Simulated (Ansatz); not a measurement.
## Scan of [Br···H···CH$_{2}$], triplet

Starting geometry:

```json
{"atom": "Br", "x (Å)": "-0.4922", "y (Å)": "0.0000", "z (Å)": "0.0000"}
{"atom": "H", "x (Å)": "0.9284", "y (Å)": "0.0000", "z (Å)": "0.0000"}
{"atom": "C", "x (Å)": "2.6778", "y (Å)": "0.0000", "z (Å)": "0.0000"}
{"atom": "H", "x (Å)": "3.0922", "y (Å)": "0.0000", "z (Å)": "0.9962"}
{"atom": "H", "x (Å)": "3.0922", "y (Å)": "0.0000", "z (Å)": "-0.9962"}
```

From there H2 is moved from one fragment to the other while all else, the fragments' distance too, stays fixed, so the hump isn't the reaction's barrier; atoms are numbered as listed. Energies are in kcal/mol, counted from the starting geometry at the same level.

Basis cc-pVDZ; Ansatz 0.2.0. Only valence electrons are correlated (noble-gas cores and the filled d shells of p-block atoms frozen). R marks a restricted (for open shells ROHF) determinant, U an unrestricted one. No spin–orbit coupling is included, and no scalar relativity.

Full CI isn't at hand for all of this; UCCSDT(Q) serves as the reference, and is uncertain by about the last step of the cluster series. The frozen core follows each run's orbitals, which can shift R against U totals by a few meV for light atoms and by up to 0.1 eV past Ca.

```json
{"distance Br1-H2 (Å)": "1.321", "RMP2": "4.8"}
{"distance Br1-H2 (Å)": "1.421", "RMP2": "0.0"}
{"distance Br1-H2 (Å)": "1.515", "RMP2": "0.0"}
{"distance Br1-H2 (Å)": "1.609", "RMP2": "1.1"}
{"distance Br1-H2 (Å)": "1.703", "RMP2": "-0.3"}
{"distance Br1-H2 (Å)": "1.797", "RMP2": "-4.5"}
{"distance Br1-H2 (Å)": "1.892", "RMP2": "-9.4"}
{"distance Br1-H2 (Å)": "1.986", "RMP2": "-14.9"}
{"distance Br1-H2 (Å)": "2.080", "RMP2": "-17.3"}
```

Estimate the UCCSDT(Q) curve in cc-pVDZ from this one, knowing how RMP2 errs.

The computed UCCSDT(Q) values, in kcal/mol from the starting point, and the error of RMP2 against them:
```json
{"distance Br1-H2 (Å)": "1.321", "UCCSDT(Q)": "5.2", "RMP2 less UCCSDT(Q)": "-0.4"}
{"distance Br1-H2 (Å)": "1.421", "UCCSDT(Q)": "0.0", "RMP2 less UCCSDT(Q)": "0.0"}
{"distance Br1-H2 (Å)": "1.515", "UCCSDT(Q)": "-0.6", "RMP2 less UCCSDT(Q)": "0.6"}
{"distance Br1-H2 (Å)": "1.609", "UCCSDT(Q)": "-0.3", "RMP2 less UCCSDT(Q)": "1.4"}
{"distance Br1-H2 (Å)": "1.703", "UCCSDT(Q)": "-1.4", "RMP2 less UCCSDT(Q)": "1.1"}
{"distance Br1-H2 (Å)": "1.797", "UCCSDT(Q)": "-4.9", "RMP2 less UCCSDT(Q)": "0.4"}
{"distance Br1-H2 (Å)": "1.892", "UCCSDT(Q)": "-10.3", "RMP2 less UCCSDT(Q)": "0.9"}
{"distance Br1-H2 (Å)": "1.986", "UCCSDT(Q)": "-15.4", "RMP2 less UCCSDT(Q)": "0.6"}
{"distance Br1-H2 (Å)": "2.080", "UCCSDT(Q)": "-17.4", "RMP2 less UCCSDT(Q)": "0.1"}
```

The error spans 1.8 kcal/mol and is largest, 1.4 kcal/mol, at 1.609 Å.
